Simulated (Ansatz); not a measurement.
# One shape, several levels: Si2NH7 (SMILES [SiH3]N[SiH3])

Wanted: a comparison of 6 runs (BHLYP/6-31G*, BLYP/6-31G*, PBE-QIDH/6-31G*, revPBE/6-31G*, RPA@PBE0/6-31G*, CCSD(T)/6-31G*) of Si2NH7. 

The calculation is run with Ansatz 0.2.0.

52 further runs of the same task are left out: 52 set aside as unsound or not needed.

## 1. The molecule

Si2NH7 has 10 atoms, charge 0, and is taken as a singlet. As SMILES, `[SiH3]N[SiH3]`. The Si3–H9 distance was set to 3.275 Å, away from the relaxed value. At this shape a bond of the SMILES string is far longer than usual.

Bond lengths: Si1–N2 1.726 Å, N2–Si3 1.726 Å, Si1–H4 1.484 Å, Si1–H5 1.490 Å, Si1–H6 1.488 Å, N2–H7 1.011 Å, Si3–H8 1.484 Å, Si3–H10 1.490 Å. Some angles: Si1–N2–Si3 128.9°, Si1–N2–H7 115.5°, Si3–N2–H7 115.5°, N2–Si1–H4 107.4°, N2–Si1–H5 112.6°, N2–Si1–H6 110.9°, N2–Si3–H8 107.4°, N2–Si3–H10 112.6°, H4–Si1–H5 109.0°, H4–Si1–H6 109.8°.

## 2. The energy at BHLYP/6-31G(d) (spherical functions) (run 1)

File molecule.yaml:

```yaml
crystal:
  periodic: [false, false, false]
  atoms:
    - symbol: Si
      position_ang: [-0.924489, 1.127710, -2.623546]
    - symbol: "N"
      position_ang: [0.238301, 0.869730, -1.374886]
    - symbol: Si
      position_ang: [1.114141, -0.565940, -0.988166]
    - symbol: H
      position_ang: [-1.255299, -0.197940, -3.201796]
    - symbol: H
      position_ang: [-0.413969, 2.014680, -3.706146]
    - symbol: H
      position_ang: [-2.155969, 1.762880, -2.079996]
    - symbol: H
      position_ang: [0.480301, 1.686610, -0.830616]
    - symbol: H
      position_ang: [0.521401, -1.672970, -1.778296]
    - symbol: H
      position_ang: [0.897240, -1.243020, 2.208320]
    - symbol: H
      position_ang: [2.563141, -0.457860, -1.316876]
basis:
  gaussian: {orbitals: 6-31G_st_-spherical.json}
hamiltonian: {xc: {name: BHLYP}}
accuracy: high
output: {orbitals: {seedname: orbitals}}
```

The basis set 6-31G* is read from a file made from the Basis Set Exchange's data (not shown).

The run is started by

```console
$ ansatz run molecule.yaml --threads 1 --pin off --max-ram 3480MiB --events-out events.jsonl --progress --plain --runs-dir runs
```

The program printed:

```text
Warning: RAYON_NUM_THREADS=1 ignored (pool sized by the plan → 1); use --threads N
Functional definition: BHLYP
  name "BHLYP"
  parameter a = 0.5
  exchange = (1 - a)*b88_x + a*exact_x
  correlation = lyp_c
1494 factors; integrals over basis functions are off by at most 4.0e-9 eV
mean field evaluation 1: about -17349.3964 eV, gradient 4.2e1 eV
mean field evaluation 2: about -17347.7072 eV, gradient 4.8e1 eV
mean field evaluation 4: about -17353.1236 eV, gradient 9.0e-1 eV
mean field evaluation 8: about -17353.2081 eV, gradient 6.9e-2 eV
mean field evaluation 16: about -17353.2082 eV, gradient 3.5e-6 eV
mean field -17353.20815272 eV, -637.7186371854 hartree, gradient 3.7e-8 eV, S^2 0.000000; 0 other end points of the search recorded, 0 dependent functions left out
reference -17353.20818440 eV, -637.7186383496 hartree; 21, 21 occupied and 43, 43 virtual orbitals, 1494 factors
Total energy: -17353.20818440 eV, -637.7186383496 hartree
```

Wall time 2.9 s (1 thread of Intel Xeon 6975P-C (Granite Rapids), shared host); peak memory 0.21 GiB.

## 3. A single-point energy at BLYP/6-31G(d) (spherical functions) (run 2)

File in.yaml:

```yaml
crystal:
  periodic: [false, false, false]
  atoms:
    - {symbol: Si, position_ang: [-0.924489, 1.127710, -2.623546]}
    - {symbol: N, position_ang: [0.238301, 0.869730, -1.374886]}
    - {symbol: Si, position_ang: [1.114141, -0.565940, -0.988166]}
    - {symbol: H, position_ang: [-1.255299, -0.197940, -3.201796]}
    - {symbol: H, position_ang: [-0.413969, 2.014680, -3.706146]}
    - {symbol: H, position_ang: [-2.155969, 1.762880, -2.079996]}
    - {symbol: H, position_ang: [0.480301, 1.686610, -0.830616]}
    - {symbol: H, position_ang: [0.521401, -1.672970, -1.778296]}
    - {symbol: H, position_ang: [0.897240, -1.243020, 2.208320]}
    - {symbol: H, position_ang: [2.563141, -0.457860, -1.316876]}
basis:
  gaussian: {orbitals: 6-31G_st_-spherical.json}
hamiltonian: {xc: {name: BLYP}}
accuracy: high
output: {orbitals: {seedname: orbitals}}
```

The basis set 6-31G* is read from a file made from the Basis Set Exchange's data (not shown).

The run is started by

```console
$ ansatz run in.yaml --threads 1 --pin off --max-ram 3480MiB --events-out events.jsonl --progress --plain --runs-dir runs
```

The program printed:

```text
Warning: RAYON_NUM_THREADS=1 ignored (pool sized by the plan → 1); use --threads N
Functional definition: BLYP
  name "BLYP"
  parameter beta = 0.0042
  parameter a = 0.04918
  parameter b = 0.132
  parameter c = 0.2533
  parameter d = 0.349
  exchange = b88_x(beta = beta)
  correlation = lyp_c(a = a, b = b, c = c, d = d)
1494 factors; integrals over basis functions are off by at most 4.0e-9 eV
mean field evaluation 1: about -17344.6148 eV, gradient 6.5e1 eV
mean field evaluation 2: about -17287.2739 eV, gradient 1.3e2 eV
mean field evaluation 4: about -17346.5620 eV, gradient 2.9e1 eV
mean field evaluation 8: about -17353.4454 eV, gradient 5.7e0 eV
mean field evaluation 16: about -17353.6440 eV, gradient 6.7e-7 eV
mean field -17353.64397990 eV, -637.7346535391 hartree, gradient 4.0e-8 eV, S^2 0.000000; 0 other end points of the search recorded, 0 dependent functions left out
reference -17353.64404384 eV, -637.7346558888 hartree; 21, 21 occupied and 43, 43 virtual orbitals, 1494 factors
Total energy: -17353.64404384 eV, -637.7346558888 hartree
```

Run time: 2.6 s. Hardware: 1 thread of Intel Xeon 6975P-C (Granite Rapids), shared host; peak memory 0.18 GiB.

## 4. The energy at PBE-QIDH/6-31G(d) (spherical functions) (run 3)

File molecule.yaml:

```yaml
crystal:
  periodic: [false, false, false]
  atoms:
    - {symbol: Si, position_ang: [-0.924489, 1.127710, -2.623546]}
    - {symbol: N, position_ang: [0.238301, 0.869730, -1.374886]}
    - {symbol: Si, position_ang: [1.114141, -0.565940, -0.988166]}
    - {symbol: H, position_ang: [-1.255299, -0.197940, -3.201796]}
    - {symbol: H, position_ang: [-0.413969, 2.014680, -3.706146]}
    - {symbol: H, position_ang: [-2.155969, 1.762880, -2.079996]}
    - {symbol: H, position_ang: [0.480301, 1.686610, -0.830616]}
    - {symbol: H, position_ang: [0.521401, -1.672970, -1.778296]}
    - {symbol: H, position_ang: [0.897240, -1.243020, 2.208320]}
    - {symbol: H, position_ang: [2.563141, -0.457860, -1.316876]}
basis:
  gaussian: {orbitals: 6-31G_st_-spherical.json}
correlation: {frozen_orbitals: {H: 0, "N": 1, Si: 5}}
accuracy: high
output: {orbitals: {seedname: orbitals}}
hamiltonian: {xc: {name: PBE-QIDH}}
```

The basis set 6-31G* is read from a file made from the Basis Set Exchange's data (not shown).

The run is started by

```console
$ ansatz run molecule.yaml --threads 1 --pin off --max-ram 3480MiB --events-out events.jsonl --progress --plain --runs-dir runs
```

The program printed, shortened:

```text
Warning: RAYON_NUM_THREADS=1 ignored (pool sized by the plan → 1); use --threads N
Functional definition: PBE-QIDH
  name "PBE-QIDH"
[...]
1494 factors; integrals over basis functions are off by at most 4.0e-9 eV
[...]
mean field -17335.66981705 eV, -637.0741152374 hartree, gradient 4.6e-8 eV, S^2 0.000000; 0 other end points of the search recorded, 0 dependent functions left out; unrestricted orbitals would lower it
11 core orbitals not correlated: weight in the atoms' cores, before any rotation towards them, 1.000 or more for the frozen orbitals, at most 0.000 for the correlated occupied ones
reference -17335.66981827 eV, -637.0741152823 hartree; 10, 10 occupied and 43, 43 virtual orbitals, 1494 factors
second order -11.14163325 eV of doubles, -0.00000000 eV of singles
Total energy: -17339.38369602 eV, -637.2105977722 hartree
```

Wall time 4.2 s (1 thread of Intel Xeon 6975P-C (Granite Rapids), shared host); peak memory 0.21 GiB.

Runs 4 to 5 aren't shown in full; the table further down has their settings and results.

## 5. The energy at CCSD(T)/6-31G(d) (spherical functions) (run 6)

in.yaml: that of step 3 with these lines changed.

```diff
@@ -4,3 +4,3 @@
     - {symbol: Si, position_ang: [-0.924489, 1.127710, -2.623546]}
-    - {symbol: N, position_ang: [0.238301, 0.869730, -1.374886]}
+    - {symbol: "N", position_ang: [0.238301, 0.869730, -1.374886]}
     - {symbol: Si, position_ang: [1.114141, -0.565940, -0.988166]}
@@ -14,5 +14,9 @@
 basis:
-  gaussian: {orbitals: 6-31G_st_-spherical.json}
-hamiltonian: {xc: {name: BLYP}}
+  gaussian:
+    orbitals: 6-31G_st_-spherical.json
 accuracy: high
-output: {orbitals: {seedname: orbitals}}
+scf:
+  omitted_lower_state_checks: [cluster_reference, increment]
+correlation:
+  method: ccsd_t
+  frozen_orbitals: {H: 0, "N": 1, Si: 5}
```

The basis set 6-31G* is read from a file made from the Basis Set Exchange's data (not shown).

The run is started by

```console
$ ansatz run in.yaml --threads 1 --pin off --max-ram 3480MiB --events-out events.jsonl --progress --plain --runs-dir runs
```

The program printed, shortened:

```text
Warning: RAYON_NUM_THREADS=1 ignored (pool sized by the plan → 1); use --threads N
Functional definition: HF
  name "HF"
[...]
1494 factors; integrals over basis functions are off by at most 4.0e-9 eV
[...]
mean field -17311.57848643 eV, -636.1887751668 hartree, gradient 8.8e-9 eV, S^2 0.000000; 1 other end points of the search recorded, 0 dependent functions left out; unrestricted orbitals would lower it
11 core orbitals not correlated: weight in the atoms' cores, before any rotation towards them, 1.000 or more for the frozen orbitals, at most 0.000 for the correlated occupied ones
reference -17311.57848643 eV, -636.1887751668 hartree; 10, 10 occupied and 43, 43 virtual orbitals, 1494 factors
second order -9.45323592 eV of doubles, -0.00000000 eV of singles
cycle   1  -10.14045942 eV  change    -1.4e0 eV  update   1.5e-1
[...]
cycle  25  -11.48246073 eV  change    1.3e-9 eV  update  5.9e-10
perturbative correction -0.51346771 eV, -0.0188695904 hartree
WARN: these amplitudes may be one of several solutions (largest doubles amplitude 0.53, level shift 2.47 eV)
Total energy: -17323.57441486 eV, -636.6296174058 hartree
Checks for a lower state left out: cluster_reference, increment
```

Run time: 3 s. Hardware: 1 thread of Intel Xeon 6975P-C (Granite Rapids), shared host; peak memory 0.24 GiB.

## 6. All runs side by side

```tsv
run	level	frozen core orbitals	energy (Eh)	HOMO energy (eV)	LUMO energy (eV)	HOMO–LUMO gap (eV)	wall time
1	BHLYP/6-31G* (spherical functions)	–	-637.718638	-6.53	-2.33	4.20	2.9 s
2	BLYP/6-31G* (spherical functions)	–	-637.734656	-4.90	-3.54	1.36	2.6 s
3	PBE-QIDH/6-31G* (spherical functions)	11	-637.210598	-7.04	-1.66	5.38	4.2 s
4	revPBE/6-31G* (spherical functions)	–	-637.634447	-5.04	-3.64	1.39	2.5 s
5	RPA@PBE0/6-31G* (spherical functions)	11	-636.731876	–	–	–	4.8 s
6	CCSD(T)/6-31G* (spherical functions)	11	-636.629617	–	–	–	3 s
```

## 7. Results

| quantity | value |
| --- | --- |
| run 6: total energy | -636.62962 Eh |
| run 6: correlation energy (11 core orbitals frozen) | -440.8 mEh |
| run 6: (T) correction | -18.87 mEh |
| run 6: T1 diagnostic | 0.040 |

In words: Over runs 1, 2, 3, 4 the HOMO–LUMO gap runs from 1.36 eV (BLYP/6-31G*) to 5.38 eV (PBE-QIDH/6-31G*). A double hybrid's value is that of its SCF part. Totals of different functionals can't be ranked against each other. In run 6 the T1 diagnostic is large, so a single reference may not serve. In runs 3, 5, 6 the log says that unrestricted orbitals would lower the reference, so the values rest on an unstable closed-shell determinant (other closed-shell runs at this shape may share the fault). In runs 1, 2, 3, 4, 5, 6 a closed-shell determinant meets a far-stretched bond, which it describes badly. All runs together took 20 s, the longest 4.8 s.
